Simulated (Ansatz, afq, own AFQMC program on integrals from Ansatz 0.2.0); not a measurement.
**Cl, doublet: AFQMC among the cluster methods**

A free Cl atom.

Basis def2-TZVPP. Only valence electrons are correlated. Ansatz 0.2.0 and our own AFQMC program on the same integrals; the CISD trial comes from CCSD amplitudes, and released means the phaseless constraint is let go. Free AFQMC starts from the CCSD state and is never constrained. Its projection time is finite, and what remains of the start isn't in its error. Error bars are statistical, one sigma.

Determinant: UHF, the one that the program's search chose, which needn't be the lowest solution.

No full CI on the walks' own integrals is used here; CCSDT(Q) serves as the reference and is uncertain by about the last step of the cluster series.

```
T1 diagnostic                               : 0.0073
weight of the determinant in the CISD state : 0.930
⟨S²⟩ of the determinant                     : 0.760
size of the correlated space                : 7 electrons in 37 orbitals
```

Reference: CCSDT(Q), correlation energy -5.133 eV. The released energy is read at 1.50 1/Eh (meV from the phaseless value at times in 1/Eh: -3.7 ± 1.4 at 0.24, -1.9 ± 2.1 at 0.50, -3.6 ± 1.3 at 1.00, -4.2 ± 1.5 at 1.50).

```json
{"level": "HF", "E − E(reference) (kcal/mol)": "118.37", "share of correlation (%)": "0.00"}
{"level": "MP2", "E − E(reference) (kcal/mol)": "18.94", "share of correlation (%)": "84.00"}
{"level": "CCSD", "E − E(reference) (kcal/mol)": "4.14", "share of correlation (%)": "96.50"}
{"level": "CCSD(T)", "E − E(reference) (kcal/mol)": "0.52", "share of correlation (%)": "99.56"}
{"level": "CCSDT", "E − E(reference) (kcal/mol)": "0.10", "share of correlation (%)": "99.91"}
{"level": "ph-AFQMC/HF", "E − E(reference) (kcal/mol)": "2.61 ± 0.30", "share of correlation (%)": "97.79"}
{"level": "ph-AFQMC/CISD", "E − E(reference) (kcal/mol)": "0.13 ± 0.04", "share of correlation (%)": "99.89"}
{"level": "released AFQMC", "E − E(reference) (kcal/mol)": "0.03 ± 0.03", "share of correlation (%)": "99.98"}
{"level": "free AFQMC", "E − E(reference) (kcal/mol)": "0.02 ± 0.06", "share of correlation (%)": "99.98"}
```

Free projections are given only where their last times agree within the noise and don't stop above the reference; a slow remainder of the start can still hide under it. A walk keeps the symmetry of its determinant, which the program's search chose and which needn't be the lowest solution, so a lower state of the same spin and another symmetry isn't excluded. Released energies are given only where the last usable release times agree within the noise; a slower fall can still hide under it.
